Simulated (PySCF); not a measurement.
Species: ethynethiol, C2H2S.
Geometry (PBE0-D3(BJ)/def2-SVP, Å), atoms numbered from 1 in this order:
```xyz
5
C2H2S angstrom
C      1.2515    0.1715   -0.1863
C      0.0380    0.2027   -0.2063
S     -1.6418    0.3782   -0.2141
H      2.3252    0.1420   -0.1632
H     -1.9391   -0.9286   -0.4063
```

Computed with TDDFT wB97X-D/def2-SVPD, vertical, gas phase, core orbitals frozen in the response in PySCF.

Transition dipole moments from the ground state, in atomic units and in the frame of the coordinates above (overall signs are arbitrary), for the states with f of 0.002 or more among the lowest 9:

```tsv
state	E (eV)	μx	μy	μz
S2	6.189	-0.004	-0.027	0.193
S3	6.244	-0.245	0.081	0.009
S4	6.431	-0.002	-0.019	0.125
S6	7.522	-0.772	0.073	0.000
S7	7.538	-0.001	0.050	-0.343
S8	7.936	-1.171	-0.057	-0.032
S9	7.964	-0.006	-0.024	0.170
```

**Question.** Work out the oscillator strengths.

**Answer.** f = (2/3) ΔE |μ|² with ΔE in hartree (27.2114 eV).

| state | \|μ\|² (au) | \|μ\| (D) | f |
| --- | --- | --- | --- |
| S2 | 0.038 | 0.49 | 0.006 |
| S3 | 0.067 | 0.66 | 0.010 |
| S4 | 0.016 | 0.32 | 0.003 |
| S6 | 0.601 | 1.97 | 0.111 |
| S7 | 0.120 | 0.88 | 0.022 |
| S8 | 1.377 | 2.98 | 0.268 |
| S9 | 0.030 | 0.44 | 0.006 |

**Question.** What is the point group, and which symmetry does each of these states have?

**Answer.** Cs. Polarised normal to the mirror plane, so A″: S2, S4, S7 and S9. Polarised in the mirror plane, so A′: S3, S6 and S8.

**Question.** What angle do the transition dipoles of S6 and S7 make?

**Answer.** |cos θ| = |μa·μb| / (|μa| |μb|) = 0.02, so θ ≈ 89° (taken between 0 and 90°, since the signs are arbitrary).

**Question.** How is the summed strength of these states shared among x, y and z?

**Answer.** (2/3) Σ ΔE μα² gives 0.386 for x, 0.003 for y and 0.036 for z, 0.425 in all.

**Question.** What peak molar absorption coefficient would the strongest computed level give as a lone Gaussian band 0.4 eV wide at half height?

**Answer.** ε(max) = 2.175×10⁸ f / FWHM, with the width in cm⁻¹. S8: 2.175×10⁸ × 0.2677 / 3226 ≈ 18000 L mol⁻¹ cm⁻¹.

The vertical ionisation energy (ΔSCF) is 9.41 eV, 1.44 eV above S9.
